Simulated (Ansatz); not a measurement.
A nudged elastic band was laid between two geometries of C2H6Al (9 atoms, charge -1, multiplicity 1).

These are results of RKS B3LYP-D4/def2-SVP (Ansatz 0.2.0), not measurements.

| Property | Result |
| --- | --- |
| movable images | 5 |
| climbing image | yes |
| spring | 5.0 eV/Å² |
| optimiser | quadratic models (default) |
| start path | IDPP |
| force threshold | 0.03 eV/Å |
| iteration limit | 60 |
| end points | relaxed |

Image 0:

```xyz
9
Properties=species:S:1:pos:R:3
C -1.004 0.926 -1.337
Al 0.167 0.684 0.058
C 0.594 -1.104 0.900
H -1.568 0.113 -1.829
H -1.236 1.902 -1.796
H 0.995 1.892 0.780
H 0.038 -1.928 0.416
H 1.672 -1.354 0.830
H 0.342 -1.132 1.979
```

Image 6:

```xyz
9
Properties=species:S:1:pos:R:3
C -1.443 1.167 -0.456
Al 0.289 0.617 -0.186
C 0.822 -1.229 0.444
H -2.333 0.532 -0.297
H -1.734 2.175 -0.799
H 1.598 1.565 -0.425
H 1.484 -1.745 -0.280
H 1.377 -1.202 1.402
H -0.059 -1.880 0.598
```

Task: What changes between the two ends?

Result: No bond is made or broken. The dihedral C1–Al2–C3–H7 goes from 0 to 121°. The two ends are copies of one structure, up to a mirror image or an exchange of like atoms.

Task: What energy profile does the band end with?

Result: It converged. The highest image is number 3 of 0 to 6, 3.0 kJ/mol above the ends, which have the same energy within 2 meV. A vibrational analysis at the climbing image gives one clearly imaginary mode, 125i cm⁻¹: a first-order saddle point. Limits of this set-up: an anion without diffuse functions, the dipole of an ion depends on the origin.

```tsv
image	path coordinate (Å)	energy (kJ/mol)	dihedral C1–Al2–C3–H7 (°)
0	0.00	0.0	0
1	0.54	0.8	20
2	1.07	2.3	40
3	1.61	3.0	60
4	2.15	2.3	80
5	2.68	0.7	100
6	3.22	0.0	121
```

Task: What is the geometry of the highest image?

Result: 
```xyz
9
Properties=species:S:1:pos:R:3
C -1.344 1.078 -0.825
Al 0.287 0.642 -0.101
C 0.762 -1.184 0.648
H -2.200 0.385 -0.911
H -1.601 2.072 -1.231
H 1.535 1.690 0.015
H 0.670 -1.980 -0.115
H 1.797 -1.228 1.036
H 0.094 -1.475 1.482
```

Task: What are the harmonic wavenumbers there?

Result: 125i, 180, 288, 476, 505, 541, 589, 641, 685, 735, 830, 1173, 1336, 1439, 1440, 1722, 2980, 3030, 3052, 3058, 3095 cm⁻¹.

Time of the run: 110 s on 1 thread of Arm Neoverse N1, on a shared host, peak memory 0.14 GiB.
